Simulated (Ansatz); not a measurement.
# CH4BN (SMILES B1CN1): single points off equilibrium

One table from this session's results is given with a row withheld; the runs are named, their logs left out.

Program: Ansatz 0.2.0, Gaussian basis. Level of theory: single points in def2-TZVPP. These are calculated values, not measurements.

Correlated methods freeze the cores.

## Where the work starts

7 atoms, charge 0, spin multiplicity 1.

Atoms are counted from 1 here; the program's logs count them from 0.

Bond lengths: B1–C2 1.669 Å, B1–N3 1.240 Å, B1–H4 1.257 Å, C2–N3 1.527 Å, C2–H5 1.054 Å, C2–H6 1.062 Å, N3–H7 1.086 Å. Angles: C2–B1–N3 61.3°, C2–B1–H4 136.0°, N3–B1–H4 161.1°, B1–C2–N3 45.4°, B1–C2–H5 129.2°, B1–C2–H6 115.5°, N3–C2–H5 111.2°, N3–C2–H6 107.2°, H5–C2–H6 114.7°, B1–N3–C2 73.3°, B1–N3–H7 149.6°, C2–N3–H7 136.2°.

As a file:

```
B    -0.6894   -0.5191   -0.4051
C     0.1684    0.7909    0.1717
N     0.5033   -0.6737   -0.1025
H    -1.8955   -0.7714   -0.6552
H     0.8255    1.4353   -0.3429
H     0.1561    0.9182    1.2260
H     1.3437   -1.3344    0.0865
```

Set-up of the first run:

The input, run/in.yaml:

```yaml
crystal:
  periodic: [false, false, false]
  atoms:
    - {symbol: B, position_ang: [-0.689400, -0.519100, -0.405100]}
    - {symbol: C, position_ang: [0.168400, 0.790900, 0.171700]}
    - {symbol: N, position_ang: [0.503300, -0.673700, -0.102500]}
    - {symbol: H, position_ang: [-1.895500, -0.771400, -0.655200]}
    - {symbol: H, position_ang: [0.825500, 1.435300, -0.342900]}
    - {symbol: H, position_ang: [0.156100, 0.918200, 1.226000]}
    - {symbol: H, position_ang: [1.343700, -1.334400, 0.086500]}
basis:
  gaussian: {orbitals: def2-TZVPP}
correlation: {method: ccsd_t}
output: {forces: true}
```

No record of the launch command was kept for these runs.

Among the steps run: CCSD(T)/def2-TZVPP; PBE0-D4/def2-TZVPP; wB97M-V/def2-TZVPP; r2SCAN-D4/def2-TZVPP; PBE-D4/def2-TZVPP; BLYP-D4/def2-TZVPP; BHLYP-D4/def2-TZVPP.

One of the session's tables, all rows but one given; the rest of the session is left out.

| method | RMS force component (eV/Å) | angle to CCSD(T) forces (°) | dipole (D) |
| --- | --- | --- | --- |
| CCSD(T) | 2.950 | reference | 1.74 |
| PBE0-D4 | 2.778 | 4.4 | 1.71 |
| wB97M-V | 2.794 | 2.5 | 1.75 |
| r2SCAN-D4 | ? | ? | ? |
| PBE-D4 | 2.806 | 3.7 | 1.72 |
| BLYP-D4 | 2.766 | 2.7 | 1.68 |
| BHLYP-D4 | 2.718 | 5.7 | 1.66 |

**Question.** Estimate the row for r2SCAN-D4.

As computed: RMS force component (eV/Å): 2.773; angle to CCSD(T) forces (°): 2.4; dipole (D): 1.70. In the column «RMS force component (eV/Å)» it lies between BLYP-D4 (2.766) and PBE0-D4 (2.778).
